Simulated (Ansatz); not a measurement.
# SiH2 (SMILES [SiH2]): the energy, rung by rung

SiH2: 3 atoms, total charge 0, spin state singlet. As SMILES, `[SiH2]`. The shape is that of a PBE0-D4/def2-TZVP optimisation.

```xyz
3

Si   -0.4912    0.4686   -0.2136
H     0.8403    0.5786    0.5225
H    -0.3491   -1.0472   -0.3089
```

Each level gives the energy change with the Si1–H2 bond stretched from 1.525 to 3.814 Å (eV). The values are calculated.

```csv
level,kind,program,value (eV),less FCI/cc-pVDZ
HF/cc-pVDZ (restricted),Hartree–Fock,Ansatz,5.37,+2.22
SVWN5/cc-pVDZ (restricted),LDA,Ansatz,3.95,+0.80
r2SCAN/cc-pVDZ (restricted),meta-GGA,Ansatz,4.18,+1.03
PBE0/cc-pVDZ (restricted),global hybrid,Ansatz,4.42,+1.27
HSE06/cc-pVDZ (restricted),range-separated hybrid,Ansatz,4.38,+1.23
B2PLYP/cc-pVDZ (restricted),double hybrid,Ansatz,4.17,+1.02
BCCD(T)/cc-pVDZ (restricted),coupled cluster or CI,Ansatz,3.08,-0.07
CCSDT/cc-pVDZ (restricted),coupled cluster or CI,Ansatz,3.15,0.00
FCI/3-21G,exact in the basis,Ansatz,2.66,-0.49
FCI/cc-pVDZ,exact in the basis,Ansatz,3.15,0.00
```

FCI/cc-pVDZ is exact within its basis and frozen core, so for wave-function methods in that basis the difference is their error; functionals converge differently with the basis, so for them it is only a difference. A spin-restricted reference rises too steeply as a bond breaks; here HF/cc-pVDZ, SVWN5/cc-pVDZ, r2SCAN/cc-pVDZ, PBE0/cc-pVDZ, HSE06/cc-pVDZ, B2PLYP/cc-pVDZ, BCCD(T)/cc-pVDZ, CCSDT/cc-pVDZ lie well above the multireference or unrestricted value. The first shape isn't each level's own minimum. The values span 2.66 to 5.37 eV. High-level rows in very small sets aren't better than simpler rows in larger ones.
